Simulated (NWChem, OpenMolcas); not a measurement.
## CH5N (methylamine): a line through the functionals

The species is CH5N (7 atoms), meant as a singlet with charge 0. As SMILES, `CN`. The shape is that of a PBE0-D4/def2-TZVP optimisation.

The dipole moment y, in D, basis aug-cc-pVDZ; a is the functional's share of exact exchange. Programs: NWChem 7.3.0, OpenMolcas 26.06.

```
functional     program     a  y (D)
    r2SCAN      NWChem     0   1.28
       PBE      NWChem     0   1.26
     B3LYP      NWChem   0.2   1.30
      PBE0      NWChem  0.25      ?
     BHLYP  OpenMolcas   0.5   1.34
```

Question: Fit y = c + s·a to the known rows and predict PBE0.

Answer: 
1. Means of the 4 rows: a = 0.1750, y = 1.295.
2. Σ(Δa)² = 0.1675, Σ(Δa·Δy) = 0.0235, so the slope is 0.0235/0.1675 = 0.1403.
3. Intercept: 1.295 − (0.1403) × 0.1750 = 1.270. The largest residual of the fit is 0.010.
4. PBE0: 1.270 + (0.1403) × 0.25 = 1.31 D.

The run gave 1.30 D, so the prediction is off by +0.01 D, within the scatter of the fit. More exact exchange makes the molecule more polar here. The measured value is 1.31 D (NIST CCCBDB); in this basis the line meets it at a = 0.29.
